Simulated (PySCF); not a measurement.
A structure optimised at PBE-D3(BJ)/def2-TZVPD, used in a PySCF frequency run:

```
C
H 1 1.0861
H 1 1.0861 2 135.51
```
Charge 0, spin multiplicity 3.

Task: Write its SMILES, formula and point group.

Result: [CH2], CH2, C2v

Task: What are its rotational constants (standard atomic weights)?

Result: 1731.7, 248.05, 216.97 GHz
